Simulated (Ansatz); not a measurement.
**SiP+ (singlet): wave-function methods side by side at distance Si1–P2 = 3.656 Å, 6-31G**

Aim: climb from Hartree-Fock through coupled cluster and multireference methods for SiP+ (singlet) at one geometry and basis, and see what each rung misses.

The runs use Ansatz 0.2.0, Gaussian basis; 6-31G, core rule «outside noble gas», up to 10 orbitals frozen.

The runs, in order: UHF; CCSD(T) on RHF; CCSD(T) on UHF; BCCD(T) on RHF; CISD; CCSDT(Q) on RHF; CCSDT(Q) on UHF; CISDTQ; CCSDTQ on RHF; CCSDTQ on UHF; CASSCF and MRCISD+Q, 2 electrons in 2 orbitals; CASSCF and NEVPT2, 2 electrons in 2 orbitals; CASSCF and MRCISD+Q, 8 electrons in 8 orbitals; CASSCF and NEVPT4(SD), 8 electrons in 8 orbitals; CASSCF and NEVPT2, 8 electrons in 8 orbitals; Full CI.

25 further runs of the same task are left out: 1 for a known fault of the program, 19 that didn't finish, 5 set aside as unsound or not needed.

### Step 1. The geometry

The geometry derives from a PBE0/def2-TZVP stationary point (not a proven minimum). One bond is set to the value named and the two fragments are kept rigid.

2 atoms, charge 1, spin multiplicity 1.

Atoms are counted from 1 here; the program's logs count them from 0.

No contacts short enough for the rule that draws bonds.

### Step 2. UHF

in.yaml reads:

```yaml
crystal:
  periodic: [false, false, false]
  atoms:
    - {symbol: Si, position_ang: [0.000000, 0.000000, 0.000000]}
    - {symbol: P, position_ang: [0.000000, 0.000000, 3.656000]}
basis:
  gaussian: {orbitals: 6-31G}
total_charge: 1
magnetization: {spin_polarized: true, initial_magnetization: 0}
hamiltonian: {xc: hf}
output: {orbitals: {seedname: orbitals}}
```

On the command line:

```bash
> ansatz run in.yaml --threads 1 --pin off --events-out ev --progress --plain --max-ram 2393MiB
```

After this run come: CCSD(T) on RHF; CCSD(T) on UHF; BCCD(T) on RHF; CISD; CCSDT(Q) on RHF; CCSDT(Q) on UHF; CISDTQ; CCSDTQ on RHF; CCSDTQ on UHF; CASSCF and MRCISD+Q, 2 electrons in 2 orbitals; CASSCF and NEVPT2, 2 electrons in 2 orbitals; CASSCF and MRCISD+Q, 8 electrons in 8 orbitals; CASSCF and NEVPT4(SD), 8 electrons in 8 orbitals; CASSCF and NEVPT2, 8 electrons in 8 orbitals; Full CI.

Before running them: what should the planned runs give, taken together? Wanted: FCI below the RHF energy; RMP2 from FCI; RCCSD from FCI; RCCSD(T) from FCI; RCCSDT(Q) from FCI; NEVPT2 pair from FCI; MRCISD+Q pair from FCI; T1 diagnostic; effectively unpaired electrons.

As calculated:

| quantity | value |
| --- | --- |
| FCI below the RHF energy | -3.9976 eV |
| RMP2 from FCI | +836.2 meV |
| RCCSD from FCI | +335.0 meV |
| RCCSD(T) from FCI | -162.6 meV |
| RCCSDT(Q) from FCI | +46.7 meV |
| NEVPT2 pair from FCI | +915.9 meV |
| MRCISD+Q pair from FCI | +48.3 meV |
| levels within 1 kcal/mol (43 meV) | RCCSDTQ |
| T1 diagnostic | 0.065 |
| effectively unpaired electrons | 2.54 |

What this shows: RCCSD(T) lands -162.6 meV from the yardstick (4.1 % of the correlation energy). RCCSD(T), BCCD(T) fall below full CI, which methods that aren't variational can do. With 2.5 effectively unpaired electrons against 0 the state is strongly multireference. Of the multireference levels listed MRCISD+Q pair comes nearest in total energy (+48.3 meV), which doesn't show that its space is the better one. Coupled cluster took another determinant than the lowest Hartree-Fock one. These misses are within one basis, not against nature.
